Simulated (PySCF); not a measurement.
Species: H₄OSSi.
Atom-mapped SMILES: `[OH:1][SiH2:2][SH:3]` (hydrogens: H4 on O1; H5, H6 on Si2; H7 on S3)

Computed geometry: GFN2-xTB, gas phase.

Q: Give the optimised bond lengths and angles.

A: 
```
          bond  length (Å)   order
        O1–Si2       1.619  single
        Si2–S3       2.157  single
         O1–H4       0.954  single
Si2–H5, Si2–H6       1.450  single
         S3–H7       1.325  single
```

Bonds in one row agree within 0.01 Å and their mean is given. Orders are formal, as drawn. A selection of angles:
```
    angle  degrees
Si2–O1–H4    123.6
O1–Si2–S3    110.8
O1–Si2–H5    113.5
O1–Si2–H6    102.2
S3–Si2–H5    102.7
S3–Si2–H6    109.9
H5–Si2–H6    117.9
Si2–S3–H7     96.2
```

Torsions: H4–O1–Si2–S3 54° (synclinal); H7–S3–Si2–O1 54° (synclinal). The mirror-image conformer, all signs reversed, is as good.

Si2 (oxygen-bound silicon) is distorted tetrahedral (angles from 102.2° to 117.9°).

No GFN2-xTB frequencies stand behind this structure, so it isn't proved a minimum. One conformer, not necessarily the lowest (H–O1–Si2–S3 54°, O1–Si2–S3–H 54°).
